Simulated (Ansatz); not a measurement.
`N=C1CC1F`, relaxed with RKS PBE0-D4/def2-TZVP in Ansatz 0.2.0 from a PBE-D4/def2-SVP geometry. The force threshold is 0.005 eV/Å; the program also tests the step.

Charge 0, multiplicity 1.

Start:

```xyz
9

N    -0.108   -1.187    1.528
C    -0.106   -0.436    0.504
C     0.026   -0.426   -0.968
C    -0.034    0.885   -0.159
F     1.089    1.659   -0.038
H    -0.112   -0.602    2.386
H    -0.819   -0.664   -1.639
H     1.016   -0.725   -1.356
H    -0.952    1.496   -0.259
```

Q: By how much does the energy fall, and how many steps does the optimiser take? (An estimate is asked.)

A: Ansatz gave: 4.83 kJ/mol, in 8 steps, 1 of them rejected.

Q: Which bonds change most? (An estimate is asked.)

A: Ansatz gave: C4–H9 from 1.107 to 1.086 Å; C3–H7 from 1.105 to 1.086 Å; C3–H8 from 1.105 to 1.087 Å; N1–C2 from 1.270 to 1.252 Å.

Q: Give the relaxed structure. (Best estimate.)

A: Computed: 
```xyz
9

N    -0.110   -1.166    1.513
C    -0.098   -0.437    0.495
C     0.029   -0.423   -0.962
C    -0.040    0.872   -0.157
F     1.081    1.635   -0.042
H    -0.121   -0.594    2.361
H    -0.808   -0.660   -1.610
H     1.004   -0.705   -1.351
H    -0.938    1.477   -0.248
```
